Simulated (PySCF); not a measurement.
Geometry (Å), atoms numbered from 1 in this order:
```xyz
8

B     1.2864    0.0909    0.1130
N    -0.0144   -0.4769    0.1341
B    -1.2256    0.1892   -0.1893
H     2.2363   -0.5950    0.4107
H     1.4114    1.2483   -0.2034
H    -0.0854   -1.4535    0.4045
H    -1.1837    1.3500   -0.5149
H    -2.2686   -0.4198   -0.1322
```

Geometry: PBE0-D3(BJ)/def2-SVP; GIAO absolute shieldings from PySCF 2.14.0 with density-fitted response routines, gas phase, non-relativistic, averaged over equivalent atoms.

At PBE0/pcSseg-1 (76 basis functions, 2.9 s wall time on 1 thread of an Intel Xeon Platinum 8488C, shared host):
```json
{"atoms": "B1/B3", "σ (ppm)": "47.3"}
{"atoms": "N2", "σ (ppm)": "68.0"}
{"atoms": "H6", "σ (ppm)": "23.61"}
{"atoms": "H4/H5/H7/H8", "σ (ppm)": "25.66"}
```

**Question.** Predict the values at CAM-B3LYP/pcSseg-2 on the same geometry.

**Answer.** 
```tsv
atoms	σ at CAM-B3LYP/pcSseg-2	change
B1/B3	41.4	-5.9
N2	66.3	-1.7
H6	23.83	+0.22
H4/H5/H7/H8	25.78	+0.12
```

The largest change is at B1/B3 (boron bonded to N, 2 H). Cost: 178 basis functions, 9.7 s wall time on 1 thread of an Intel Xeon Platinum 8488C, shared host.
